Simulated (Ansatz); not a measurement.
The inner images of a band of FH2OSi (5 atoms, charge 0, multiplicity 2) are given out of order.

All numbers below come from UKS r2SCANh-D4/def2-SVP in Ansatz.

Image 0:

```xyz
5
Properties=species:S:1:pos:R:3
O -0.622 -0.897 -0.277
Si 0.292 0.242 0.497
F 0.201 1.664 -0.291
H -1.572 -0.761 -0.338
H 1.700 -0.247 0.410
```

Image 8:

```xyz
5
Properties=species:S:1:pos:R:3
O -0.730 -0.852 0.082
Si 0.531 0.147 -0.296
F 0.120 1.697 -0.016
H -1.547 -0.774 -0.419
H 1.626 -0.218 0.649
```

Task: Put them in order from the first end to the last, with their energies above the first end.
A.
```xyz
5
Properties=species:S:1:pos:R:3
O -0.838 -0.832 0.157
Si 0.330 0.256 0.573
F 0.145 1.603 -0.324
H -1.335 -0.747 -0.662
H 1.698 -0.279 0.256
```
B.
```xyz
5
Properties=species:S:1:pos:R:3
O -0.685 -0.926 -0.050
Si 0.322 0.238 0.552
F 0.122 1.602 -0.316
H -1.481 -0.664 -0.521
H 1.722 -0.250 0.335
```
C.
```xyz
5
Properties=species:S:1:pos:R:3
O -0.948 -0.704 0.170
Si 0.346 0.265 0.459
F 0.220 1.729 -0.238
H -1.335 -0.982 -0.664
H 1.717 -0.308 0.272
```
D.
```xyz
5
Properties=species:S:1:pos:R:3
O -0.914 -0.686 0.222
Si 0.442 0.168 -0.213
F 0.206 1.761 0.002
H -1.392 -0.988 -0.559
H 1.657 -0.254 0.549
```
E.
```xyz
5
Properties=species:S:1:pos:R:3
O -0.987 -0.699 0.211
Si 0.394 0.203 0.164
F 0.199 1.786 -0.143
H -1.347 -0.992 -0.631
H 1.741 -0.297 0.399
```
F.
```xyz
5
Properties=species:S:1:pos:R:3
O -0.805 -0.764 0.157
Si 0.491 0.166 -0.278
F 0.185 1.738 0.007
H -1.496 -0.909 -0.495
H 1.624 -0.230 0.608
```
G.
```xyz
5
Properties=species:S:1:pos:R:3
O -0.979 -0.694 0.243
Si 0.406 0.174 -0.040
F 0.198 1.784 -0.070
H -1.344 -0.982 -0.609
H 1.719 -0.281 0.477
```

Result: B (+3.0 kJ/mol), A (+7.0 kJ/mol), C (+23.1 kJ/mol), E (+118.0 kJ/mol), G (+51.3 kJ/mol), D (+8.6 kJ/mol), F (+1.4 kJ/mol).

Time of the run: 16 min on 1 thread of Arm Neoverse V1, with other jobs on the host, peak memory 0.16 GiB.
